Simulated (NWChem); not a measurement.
# UB3LYP/cc-pVDZ run of C2H3Si (SMILES C#C[SiH2])

What is the vertical ionisation energy of C2H3Si at UB3LYP/cc-pVDZ? 

Program for the calculation: NWChem 7.3.0.

### 1 The molecule

C2H3Si: 6 atoms, total charge 0, spin state doublet. SMILES: `C#C[SiH2]`. The coordinates come from a PBE0-D4/def2-TZVP relaxation.

Bond lengths: C1–C2 1.210 Å, C2–Si3 1.803 Å, C1–H4 1.066 Å, Si3–H5 1.484 Å, Si3–H6 1.484 Å. Angles: C1–C2–Si3 174.9°, C2–C1–H4 179.3°, C2–Si3–H5 111.4°, C2–Si3–H6 111.4°, H5–Si3–H6 112.5°.

### 2 The energy at UB3LYP/cc-pVDZ

Contents of mymol.nw:

```
start mymol
memory stack 880 mb heap 220 mb global 1100 mb

geometry units angstroms noautosym nocenter noautoz
C      1.019700    -1.302300     0.535000
C      0.376000    -0.354500     0.145700
Si    -0.444500     1.136900    -0.449500
H      1.575400    -2.144400     0.879400
H     -1.137600     0.894600    -1.738800
H     -1.346900     1.705600     0.581800
end

basis "ao basis" spherical bse
* library cc-pVDZ
end

dft
xc b3lyp
mult 2
grid fine
convergence energy 1e-08
iterations 100
mulliken
print low
end

task dft energy
```

Launch:

```
$ nwchem mymol.nw > mymol.out
```

What it wrote:

```text
[...]
 d= 0,ls=0.0,diis     1   -367.3699573091 -4.43D+02  6.40D-03  6.95D-02     2.1
[...]
 d= 0,ls=0.0,diis    12   -367.4105066595 -8.18D-09  1.52D-06  1.74D-09    19.8
[...]
         Total DFT energy =     -367.410506659521
      One electron energy =     -655.073421719335
           Coulomb energy =      244.712625243559
    Exchange-Corr. energy =      -32.812276619093
 Nuclear repulsion energy =       75.762566435349
[...]
      Total Density - Mulliken Population Analysis
     ---------------------------------------------
    Atom       Charge   Shell Charges
 -----------   ------   -------------------------------------------------------
    1 C    6     6.07   2.01  0.67  0.70  2.00  0.66  0.03
    2 C    6     5.99   2.01  0.69  0.66  2.02  0.58  0.03
    3 Si  14    13.84   2.00  2.03  0.81  0.48  6.01  1.48  0.84  0.18
    4 H    1     1.01   0.73  0.24  0.03
    5 H    1     1.05   0.72  0.32  0.01
    6 H    1     1.05   0.72  0.32  0.01
[...]
      <S2> =      0.7558 (Exact =     0.7500)
[...]
```

Wall time 21 s (1 thread of Intel Xeon Platinum 8488C (Sapphire Rapids), shared host); peak memory 0.11 GiB.

### 3 The singlet cation at the same level

Contents of calc.nw:

```
echo
start calc
title "C2H3Si"
memory 2200 mb
charge 1

geometry units atomic noautosym nocenter noautoz
 C    1.92695373  -2.46099033   1.01100348
 C    0.71053702  -0.66990791   0.27533310
 Si  -0.83998326   2.14842963  -0.84943189
 H    2.97707454  -4.05232870   1.66182515
 H   -2.14975244   1.69054899  -3.28585579
 H   -2.54527212   3.22311688   1.09944266
end

basis "ao basis" spherical bse
 * library cc-pVDZ
end

dft
 xc b3lyp
 grid fine
 convergence energy 1e-08
 maxiter 100
 mulliken
 print low
end

task dft energy
```

Launch:

```
$ nwchem calc.nw > calc.out
```

What it wrote:

```text
[...]
 d= 0,ls=0.0,diis     1   -367.0105145372 -4.43D+02  2.31D-02  8.73D-01     1.9
[...]
 d= 0,ls=0.0,diis    10   -367.1068359239 -9.05D-09  1.06D-06  1.09D-08    17.1
         Total DFT energy =     -367.106835923904
      One electron energy =     -647.666522376001
           Coulomb energy =      237.302350409483
    Exchange-Corr. energy =      -32.505224950198
 Nuclear repulsion energy =       75.762560992812
[...]
      Total Density - Mulliken Population Analysis
     ---------------------------------------------
    Atom       Charge   Shell Charges
 -----------   ------   -------------------------------------------------------
    1 C    6     5.87   2.01  0.70  0.71  1.93  0.48  0.03
    2 C    6     5.99   2.01  0.69  0.62  2.04  0.61  0.02
    3 Si  14    13.39   2.00  2.03  0.90  0.39  6.01  1.36  0.51  0.19
    4 H    1     0.92   0.71  0.17  0.03
    5 H    1     0.91   0.69  0.20  0.01
    6 H    1     0.91   0.69  0.20  0.01
[...]
```

Wall time 18 s (1 thread of Intel Xeon Platinum 8488C (Sapphire Rapids), shared host); peak memory 0.11 GiB.

### 4 Outcome

At UB3LYP/cc-pVDZ:

| quantity | value |
| --- | --- |
| doublet C2H3Si: total energy | -367.41051 Eh |
| doublet C2H3Si: ⟨S²⟩ | 0.756 |
| singlet cation: total energy | -367.10684 Eh |
| vertical ionisation energy (to the singlet cation) | 8.263 eV |

In words: Removing an electron at fixed nuclei costs 8.26 eV (191 kcal/mol). Only the singlet of the ionised species was computed; a triplet could lie lower. Mulliken charges (singlet cation) run from +0.01 on C2 to +0.61 on Si3; they depend strongly on the basis.
